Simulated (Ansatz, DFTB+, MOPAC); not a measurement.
Species: H3O2, charge 1, multiplicity 1. SMILES: O[OH2+]

Atoms: O1, O2, H3, H4, H5. Bonds: O1-O2, O1-H3, O1-H5, O2-H4.

Bond lengths (Å) and angles (degrees) optimised at PM7 with MOPAC; SCC-DFTB with DFTB+; HF/6-31G* with Ansatz (a quantum-chemistry and plane-wave program); PBE/6-31G* with Ansatz, each started from the B3LYP-D3(BJ)/def2-TZVP structure (Ansatz) of the last column. A row stands for all coordinates that are equal there. 6-31G* holds six Cartesian d functions. No wavenumbers were computed at SCC-DFTB, PBE/6-31G*, so these may be saddle points.

```tsv
coordinate	PM7	SCC-DFTB	HF/6-31G*	PBE/6-31G*	B3LYP-D3(BJ)/def2-TZVP
O1-O2	1.466	1.427	1.410	1.475	1.453
O1-H3	1.060	0.990	0.971	1.003	0.988
O2-H4	1.019	0.999	0.965	0.998	0.984
O2-O1-H3	96.8	107.2	107.6	103.6	105.7
O1-O2-H4	100.3	105.3	101.3	99.1	100.3
H3-O1-H5	98.0	110.7	111.4	108.6	110.7
```

Mean signed difference of all 4 bond lengths from B3LYP-D3(BJ)/def2-TZVP: PM7 0.048 Å, SCC-DFTB -0.002 Å, HF/6-31G* -0.024 Å, PBE/6-31G* 0.017 Å.
